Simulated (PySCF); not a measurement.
# F4S: the cost of one run

Computed with PySCF 2.14.0, with density-fitted response routines of our own, on a single molecule in the gas phase. Atoms count from 0, in the outputs and in this text.

## (1) Starting geometry

5 atoms, charge 0, multiplicity 1; geometry from: GFN2-xTB. The atoms were then displaced at random by about 0.01 Å, so the start is not that level's minimum.

Bonds of the start (Å): F0–S1 1.64, S1–F2 1.62, S1–F3 1.73, S1–F4 1.69.

## (2) Optimising the geometry at PBE0-D3(BJ)/def2-TZVP

The job: settings as JSON, then the geometry in Å.

```
{"job": {"xc": "PBE0", "basis": "def2-TZVP", "d3": "d3bj", "grid": 2, "shake": 0.01, "kind": "geom"}, "charge": 0, "multiplicity": 1}
F      0.514650    -1.098650     0.707300
S      0.041760    -0.024650    -0.440450
F     -0.636100     1.128380     0.472810
F      1.575730     0.753550    -0.264430
F     -1.462460    -0.792610    -0.513110
```

The run is started by

```console
$ OMP_NUM_THREADS=2 python probes_run.py task.json out
```

The driver reads the jobs from task.json and runs them one after another.

**Question.** How long does this first job take on 2 threads of Intel Xeon at 2.50GHz, shared host, and how much memory does it need?

About 5.3 min, with a peak of 0.64 GiB.
